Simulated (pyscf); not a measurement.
SnH₄ + methyl (CH₃•) -> SnH₃• + methane (CH₄) (hydrogen abstraction; doublet surface; H–Sn broken, C–H formed). Optimised with ωB97X-D3(BJ)/def2-SVP in PySCF. MP2 and CC: frozen core, UHF for open shells. ΔMP2 is the change of the MP2 total energy from the triple- to the quadruple-zeta basis. Energies in kcal/mol from the separated reactants.

```tsv
level	barrier	reaction energy
PBE/def2-TZVP	-1.2	-33.9
r²SCAN/def2-TZVP	(withheld)	-30.7
B3LYP-D3(BJ)/def2-TZVP	0.6	-32.1
PBE0-D3(BJ)/def2-TZVP	0.5	-32.4
M06-2X/def2-TZVP	2.7	-37.2
CCSD/def2-TZVPP	4.9	-30.5
CCSD(T)/def2-TZVPP + ΔMP2(QZVPP)	(withheld)	(withheld)
```

Task: What belongs in the gaps?

Result: 
- r²SCAN/def2-TZVP, barrier: 1.4
- CCSD(T)/def2-TZVPP + ΔMP2(QZVPP), barrier: 3.5
- CCSD(T)/def2-TZVPP + ΔMP2(QZVPP), reaction energy: -31.2

At PBE this geometry lies under the reactants; that is no barrier but a single point on another level's saddle; such a level's own saddle, if it has one, lies nearer that side and is low. This is the saddle that the search found; another between the same sides may lie lower. The angle at the transferred H is 180°. The CCSD(T) − MP2 part came from Ansatz, without density fitting, on the same reference. The frozen core leaves the outer d or s,p core shells of the metals and heavy elements correlated in the MP2 and CC values, and def2-TZVPP describes them poorly, which can shift differences by a few kcal/mol. Elements past Kr carry the def2 core potentials, without spin-orbit coupling.
